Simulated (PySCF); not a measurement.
Na2.
Structure used (PBE/6-31+G*), in Å, numbered top down from 1:
```xyz
2
Na2 angstrom
Na     1.5383   -0.0040   -0.0025
Na    -1.5371    0.0041   -0.0123
```

Computed, not measured: PBE/6-31+G* geometry optimisation, gas phase (PySCF).

Masses are those of the commonest isotopes; rigid-rotor values at the optimised geometry. 

Question: What are the moment of inertia and the rotational constant?

Answer: I = 108.723 u·Å², B = 505379 MHz·u·Å²/I = 4648 MHz (0.1551 cm⁻¹, or 0.223 K as hB/k). For two atoms I = μr² with μ = 11.4949 u and r = 3.0755 Å.

Question: List the first levels of a rigid rotor in a Σ state.

Answer: E(J) = BJ(J+1): J = 1: 0.310, J = 2: 0.930, J = 3: 1.861, J = 4: 3.101, J = 5: 4.652, J = 6: 6.512 cm⁻¹.

Question: Has it a pure rotational spectrum?

Answer: Not by electric dipole: D∞h allows no dipole (computed 0.00 D). Rotational Raman lines (ΔJ = 2) lie at B(4J + 6), spaced by 4B = 0.620 cm⁻¹, with nuclear-spin weights that differ between even and odd J.

PBE/6-31+G* frequencies: not computed here. No vibrational averaging or centrifugal distortion is included, and the geometry carries the error of its method.
